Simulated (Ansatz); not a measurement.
Gas-phase reaction in SMILES: Cl[Si](Cl)(Cl)Cl + 4 [H][H] (H2) → 4 Cl (HCl) + [SiH4] (SiH4)

Wanted: energy of full hydrogenation (enthalpy at 298 K), in kcal/mol. Terms: 6-311+G** with 5d, 6d on Na to Ar in Ansatz (an electronic-structure program); no spin-orbit coupling; non-relativistic; LANL2DZ with its own core potentials from Na on; valence correlation only; 6-31G* and kin with 6d, 5d where marked. CBS(X,Y): correlation extrapolated as X^-3; Hartree-Fock from the larger set. [CCSD(T)-MP2]/basis is that difference in the basis named. First-principles rows: single points at B3LYP-D3(BJ) geometries (Ansatz), with unscaled harmonic terms from B3LYP/6-31G* (Ansatz) at its own minima.

Measured values: Active Thermochemical Tables 1.112 (ions: stationary electron), as tabulated in the package chemicals; G2/97 table in ASE (Curtiss et al.); they hold spin-orbit and core effects, anharmonicity. For Cl[Si](Cl)(Cl)Cl (energy of full hydrogenation (enthalpy at 298 K)) the tabulated value and RI-MP2/CBS(cc-pV(T+d)Z,cc-pV(Q+d)Z)+[CCSD(T)-MP2]/cc-pV(T+d)Z (Ansatz) part by 3.3 kcal/mol: another conformer or state, missing terms or a fault of the table's entry are possible. 

Value to compare with, the measured value: 78.5 kcal/mol.

```csv
level,program,energy of full hydrogenation (enthalpy at 298 K) (kcal/mol),error
MP2/STO-3G,Ansatz,95.6,17.1
MP2/3-21G,Ansatz,54.7,-23.8
MP2/LANL2DZ,Ansatz,34.0,-44.5
MP2/6-31G*,Ansatz,91.8,13.3
MP2/6-311+G**,Ansatz,62.3,-16.2
"RI-MP2/CBS(cc-pV(T+d)Z,cc-pV(Q+d)Z)+[CCSD(T)-MP2]/cc-pV(T+d)Z",Ansatz,75.2,-3.3
```

Among the 5 habitual levels, MP2/LANL2DZ lies farthest from the measured value (-44.5 kcal/mol) and MP2/6-31G* nearest (13.3); 2 of 5 lie above it, and their mean absolute error is 23.0 kcal/mol, the median 17.1. One case shows no general order.

The sets are all those run for this method; left out are runs that failed, that the program found above a lower state of the same kind, or whose <S^2> lies over 0.5 above the pure value.
